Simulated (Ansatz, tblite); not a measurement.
**The cluster BiTe2: rung by rung**

The task here is to estimate one member of a computed series from the others.

The runs use Ansatz 0.2.0, Gaussian basis; as each input shows.

Levels to be run: GFN1-xTB, GFN2-xTB, PBE-D4/def2-TZVP, r2SCAN-D4/def2-TZVP, PBE-QIDH/def2-TZVP, BLYP-D4/def2-TZVP, B3LYP-D4/def2-TZVP, r2SCANh-D4/def2-TZVP, B97M-V/def2-TZVP, PBE-D4/def2-SVP, PBE0-D4/def2-SVP, PBE0-D4/def2-TZVPD, PBE-D4/def2-TZVPD, r2SCAN-D4/def2-TZVPD, CCSD(T)/def2-SVP, MP2/def2-TZVP, RPA/def2-TZVP.

**The relaxed structure**

The doublet was relaxed beforehand with B3LYP-D4/def2-SVP. At that level it is the lowest of the isomers that a small search found.

3 atoms, charge 0, spin multiplicity 2.

Bond lengths: Bi1–Te2 2.871 Å, Bi1–Te3 2.871 Å, Te2–Te3 2.831 Å. Angles: Te2–Bi1–Te3 59.1°, Bi1–Te2–Te3 60.5°, Bi1–Te3–Te2 60.5°.

Bi, Te take a core potential in the def2 sets. No spin-orbit coupling is included.

PBE0-D4/def2-TZVP was run before; its log isn't repeated, and its numbers join the tables.

Set-up of the first run:

Tight binding, by tblite at 300 K electronic temperature and without a spin-polarisation term:

```python
tblite.interface.Calculator('GFN1-xTB', numbers, positions, charge=0, uhf=1).singlepoint()
```

Tight binding, by tblite at 300 K electronic temperature and without a spin-polarisation term:

```python
tblite.interface.Calculator('GFN2-xTB', numbers, positions, charge=0, uhf=1).singlepoint()
```

start.molden holds the orbitals of an earlier run on this state, given as this run's starting guess.

The input, in.yaml:

```yaml
crystal:
  periodic: [false, false, false]
  atoms:
    - {symbol: Bi, position_ang: [0.948632, 0.364312, 1.318914]}
    - {symbol: Te, position_ang: [-1.244950, -1.061915, 0.137840]}
    - {symbol: Te, position_ang: [0.296317, 0.697604, -1.456754]}
basis:
  gaussian: {orbitals: def2-TZVP, initial_orbitals: start.molden}
magnetization: {spin_polarized: true, initial_magnetization: 1}
hamiltonian: {xc: pbe, dispersion: d4}
scf: {omitted_lower_state_checks: [starts]}
output: {forces: true, orbitals: {seedname: orbitals}}
```

Launch:

```sh
$ ansatz run in.yaml --threads 4 --pin off --events-out ev --progress --plain --max-ram 3916MiB
```

Among the steps run: PBE-D4/def2-TZVP; r2SCAN-D4/def2-TZVP; PBE-QIDH/def2-TZVP; BLYP-D4/def2-TZVP; B3LYP-D4/def2-TZVP; r2SCANh-D4/def2-TZVP; B97M-V/def2-TZVP; PBE-D4/def2-SVP; PBE0-D4/def2-SVP; PBE0-D4/def2-TZVPD; PBE-D4/def2-TZVPD; r2SCAN-D4/def2-TZVPD; CCSD(T)/def2-SVP; MP2/def2-TZVP; RPA/def2-TZVP.

One table of the session follows, with a row left open; its other results are not shown here.

It belongs to the step «Levels side by side». 

| level | HOMO (eV) | LUMO (eV) | gap (eV) |
| --- | --- | --- | --- |
| PBE-D4/def2-SVP | -4.54 | -3.68 | 0.86 |
| PBE-D4/def2-TZVP | -4.62 | -3.75 | 0.87 |
| PBE-D4/def2-TZVPD | -4.65 | -3.77 | 0.87 |
| BLYP-D4/def2-TZVP | -4.39 | -3.71 | 0.68 |
| r2SCAN-D4/def2-TZVP | -4.84 | -3.46 | 1.39 |
| r2SCAN-D4/def2-TZVPD | -4.87 | -3.47 | 1.39 |
| B97M-V/def2-TZVP | -4.73 | -3.70 | 1.03 |
| r2SCANh-D4/def2-TZVP | ? | ? | ? |
| B3LYP-D4/def2-TZVP | -5.37 | -3.36 | 2.01 |
| PBE0-D4/def2-SVP | -5.50 | -3.03 | 2.47 |
| PBE0-D4/def2-TZVP | -5.57 | -3.06 | 2.51 |
| PBE0-D4/def2-TZVPD | -5.59 | -3.08 | 2.51 |

**Question.** Estimate the row for r2SCANh-D4/def2-TZVP.

**Answer.** HOMO (eV): -5.19; LUMO (eV): -3.21; gap (eV): 1.98. In the column «HOMO (eV)» it lies between B3LYP-D4/def2-TZVP (-5.37) and r2SCAN-D4/def2-TZVPD (-4.87).
